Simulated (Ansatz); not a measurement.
Total energies of (H2Al-mu-H)2 (Al2H6) from Ansatz at PBE0-D4/def2-TZVP, gas phase (1 Eh = 27.2114 eV = 2625.5 kJ/mol). The reference geometry is relaxed at PBE0-D4/def2-TZVP.

```json
{"state": "charge 0 singlet", "geometry": "reference", "energy (Eh)": "-488.22292"}
{"state": "charge 1 doublet", "geometry": "reference", "energy (Eh)": "-487.83214"}
{"state": "charge 1 doublet", "geometry": "relaxed at PBE0-D4/def2-TZVP", "energy (Eh)": "-487.88889"}
{"state": "free Al atom (doublet)", "geometry": "–", "energy (Eh)": "-242.24894"}
{"state": "free H atom (doublet)", "geometry": "–", "energy (Eh)": "-0.50104"}
```

Work out the vertical ionisation energy to the doublet.

E(charge 1 doublet) − E(charge 0 singlet) = -487.83214 − (-488.22292) = 0.39078 Eh = 10.63 eV. For comparison, −ε of the highest occupied level is 8.62 eV at this level, 2.01 eV less.

How much does the charge 1 doublet relax, and what is the adiabatic ionisation energy?

Relaxation: -487.83214 − (-487.88889) = 0.05675 Eh = 1.54 eV. Adiabatic ionisation energy: 0.33403 Eh = 9.09 eV, without zero-point energy. Bonds change on the way (2 lost, 0 formed), so the relaxed form is another species. In the charge 1 doublet, H2 and H6 lie 0.77 Å apart (atoms count from 1), so H2 has formed as a molecule.

What is the binding energy per atom against free atoms?

Atoms: 2 × (-242.24894) + 6 × (-0.50104) = -487.50412 Eh. Binding: -487.50412 − (-488.22292) = 0.71880 Eh = 19.56 eV, or 2.44 eV for each of 8 atoms (no zero-point energy, no counterpoise term).
